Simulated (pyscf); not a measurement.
H₃Si–AsH₂ + hydrogen (H₂) -> H₃Si–AsH₂ + hydrogen (H₂) (four-centre exchange; singlet surface; H–Si, H–H broken, H–Si, H–H formed). PySCF, gas phase, ωB97X-D3(BJ)/def2-SVP geometries. Energies in eV from the separated reactants.

| level | barrier | reaction energy |
|---|---|---|
| ωB97X-D3(BJ)/def2-TZVP | 3.01 | 0.00 |
| r²SCAN/def2-TZVP | ? | 0.00 |
| B3LYP-D3(BJ)/def2-TZVP | 2.93 | 0.00 |
| PBE0-D3(BJ)/def2-TZVP | 2.77 | 0.00 |
| M06-2X/def2-TZVP | ? | 0.00 |
| HF/def2-TZVP | 3.68 | 0.00 |

Q: Some entries are withheld; supply them.

A: 
- r²SCAN/def2-TZVP, barrier: 2.79
- M06-2X/def2-TZVP, barrier: 3.08

The functionals in the table span 0.32 eV in this barrier, from PBE0-D3(BJ) to M06-2X. At the saddle there is also a short H–Si contact that neither side keeps. This is the saddle that the search found; another between the same sides may lie lower. Elements up to Kr have no core potential and no relativistic terms here.
